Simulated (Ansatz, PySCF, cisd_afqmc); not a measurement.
System: C₃H₆, charge 0, singlet. C3H6 (prop-1-ene, SMILES C=CC).
B3LYP-D3(BJ)/def2-TZVP minimum from Ansatz (an electronic-structure program):
```
C
C 1 1.3267
H 2 1.0824 1 121.67
H 2 1.0845 3 116.84 1 180.00
H 1 1.0871 2 118.81 3 0.00
C 1 1.4957 5 116.00 2 180.00
H 6 1.0909 1 111.47 5 -180.00
H 6 1.0939 7 108.29 1 -122.37
H 6 1.0939 7 108.29 8 -115.25
```
Charge 0, spin multiplicity 1.

Atomisation energy term by term, kcal/mol (programs: Ansatz, cisd_afqmc). UHF or UKS for unpaired electrons; spin-orbit terms are left out. Cores are frozen in correlated methods. Rows without X2C or -DK are non-relativistic. AFQMC/CISD: phaseless, guided by CISD from CCSD amplitudes; bars are statistical, one sigma. Outlying blocks are dropped, and bars are widened where a walk drifts. Over all cases where full CI ran beside it in this data, AFQMC minus full CI had a median of +0.1 mEh and passed +0.4 mEh in a tenth of the cases. CBS(X,Y): correlation extrapolated as X^-3, Hartree-Fock from the larger set. A bracket is a step between two methods taken in the basis named. 'core' is core correlation in cc-pwCVTZ, 'X2C' scalar relativity in cc-pVTZ-DK, both at CCSD(T). Where a partner has so few electrons that a lower coupled-cluster level is exact, that level stands in.

```tsv
term	basis	kcal/mol
Hartree-Fock	cc-pVQZ	655.49
CCSD correlation	CBS(cc-pVTZ,cc-pVQZ)	191.94
(T)	CBS(cc-pVTZ,cc-pVQZ)	11.35
CCSDT(Q) - CCSD(T)	cc-pVDZ	0.45
core correlation	cc-pwCVTZ	3.44
scalar relativity	X2C, cc-pVTZ-DK	-0.52
minus zero-point energy	Hessian by PySCF at B3LYP-D3(BJ)/def2-TZVP	-49.87
sum: D0		812.3
```

The step beyond CCSD(T) by other levels: AFQMC/CISD in cc-pVDZ 0.11 ± 0.31 kcal/mol.
